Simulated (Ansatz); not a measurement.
Multireference treatment of SO₂, singlet

Program: Ansatz, Gaussian basis, development build. Basis cc-pVDZ, nonrelativistic, 7 orbitals frozen in the corrections. State-specific CASSCF; RHF is the lowest restricted (open-shell) Hartree–Fock solution met. No symmetry is imposed, so a solution can break that of the shape. The lowest solution met needn't be the lowest there is, nor hold the orbitals that a chemist would pick.

Geometry:

```xyz
3

S     0.0000    0.0000   -0.3416
O     0.0000    1.1504    0.3416
O     0.0000   -1.1504    0.3416
```

**Question.** What do CASSCF and its corrections give against RHF in CAS(4,3), and what are the occupations?

**Answer.** CASSCF -0.709 eV, SC-NEVPT2 -13.420 eV; occupations 1.99, 1.95, 0.05.
